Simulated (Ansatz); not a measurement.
A made-up structure of C2H2Li, doublet:

Li1  (-2.386, 0.532, -0.610)
C2  (-0.618, 0.137, -0.158)
C3  (0.626, -0.139, 0.160)
H4  (1.004, -1.165, 0.244)
H5  (-1.003, 0.034, 0.824)
(Å)

It is relaxed with PBE-D4/def2-SVP and then PBE0-D4/def2-TZVP (Ansatz 0.2.0). Atoms count as bonded within 1.22 times the sum of their covalent radii (H–H: 0.88 Å). The end point is not checked to be a true minimum.

Q: Does its bonding change? (Judge from chemistry; the calculation decides.)

A: Computed: Yes. Formed: Li1–C3; broken: none.

Where it ends: The first stage lowers the energy by 2.03 eV in 15 steps. It ends as C₂H₂Li ([Li]1[CH][CH]1):
```xyz
5
angstrom
Li -1.3642 0.6859 -1.2125
C -0.9385 -0.1179 0.5399
C 0.0840 -0.2111 -0.2144
H 1.1041 -0.5870 -0.1993
H -1.2624 -0.3714 1.5464
```

Labels in which every atom is bracketed show which atoms are joined, not bond orders.

For scale, one of the runs: PBE0-D4/def2-TZVP relaxation, 88 basis functions, launched by `ansatz run in.yaml --threads 2 --pin off --events-out ev --progress --plain --max-ram 4352MiB`. Hardware: 2 CPU threads of an AMD EPYC 9R45, shared host. Wall time about 2.8 s.
